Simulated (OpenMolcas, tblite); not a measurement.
**How methods differ on B2NH5 (SMILES BNB)**

B2NH5 has 8 atoms, charge 0, and is taken as a singlet. As SMILES, `BNB`. Geometry: relaxed at PBE0-D4/def2-TZVP.

```xyz
8

B    -0.8282    0.6549   -0.6933
N     0.2600    0.3777    0.1708
B     0.6952   -0.9109    0.5677
H    -1.4494   -0.2614   -1.1401
H    -1.0978    1.7912   -0.9541
H     0.7710    1.1695    0.5365
H     1.6316   -1.0142    1.3056
H     0.1097   -1.8641    0.1509
```

Quantity: the energy change with the B1–H5 bond stretched from 1.197 to 1.556 Å, in eV. The values are calculated.

```
                                                    level                   kind     program  value (eV)  less CCSD(T)/aug-cc-pVDZ  CPU time (all runs)
                                                 GFN2-xTB         semi-empirical      tblite        0.84                     +0.02            under 2 s
                              HF/aug-cc-pVDZ (restricted)           Hartree–Fock  OpenMolcas        0.93                     +0.11                 25 s
                           SVWN5/aug-cc-pVDZ (restricted)                    LDA  OpenMolcas        0.77                     -0.05                 69 s
                          revPBE/aug-cc-pVDZ (restricted)                    GGA  OpenMolcas        0.77                     -0.05                 98 s
                            TPSS/aug-cc-pVDZ (restricted)               meta-GGA  OpenMolcas        0.84                     +0.02              2.4 min
                            PBE0/aug-cc-pVDZ (restricted)          global hybrid  OpenMolcas        0.85                     +0.03                 92 s
                          B2PLYP/aug-cc-pVDZ (restricted)          double hybrid  OpenMolcas        0.88                     +0.06                 77 s
                             MP2/aug-cc-pVDZ (restricted)    perturbation theory  OpenMolcas        0.88                     +0.06                 23 s
CCSD(T)/aug-cc-pVDZ (Cholesky decomposition) (restricted)  coupled cluster or CI  OpenMolcas        0.82                      0.00              8.6 min
```

CCSD(T)/aug-cc-pVDZ (Cholesky decomposition) (restricted) is the highest level here, not the true value. The first shape isn't each level's own minimum. The values span 0.77 to 0.93 eV. Times are those of the runs behind each value, whatever else they computed, on shared processors of several kinds: orders of magnitude only.
